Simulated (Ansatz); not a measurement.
## Several solutions for doublet SiN

| atom | x (Å) | y (Å) | z (Å) |
| --- | --- | --- | --- |
| Si | 0.0000 | 0.0000 | 0.0000 |
| N | 0.0000 | 0.0000 | 2.5120 |

Basis set: def2-SVP (spherical functions). Charge 0, multiplicity 2.

UHF was run from several starts with Ansatz (development build ahead of 0.2.0).

```json
{"run": "A", "program": "Ansatz", "start": "atomic start, no search", "converged": "yes", "energy (hartree)": "-343.08526", "<S²>": "2.43"}
{"run": "B", "program": "Ansatz", "start": "search for the lowest state", "converged": "yes", "energy (hartree)": "-343.08863", "<S²>": "2.74"}
{"run": "C", "program": "Ansatz", "start": "stability test followed", "converged": "yes", "energy (hartree)": "-343.08863", "<S²>": "2.74"}
```

Q: Which runs reached the lowest solution of this kind, and what is wrong with the others?

A: B, C reached the lowest solution found. Converged but too high: A by 0.09 eV. Convergence only shows a stationary point, and even a stable one can lie too high; stability tests and further starts are what find lower ones. Caution: the unrestricted determinant is a mixture of spin states.
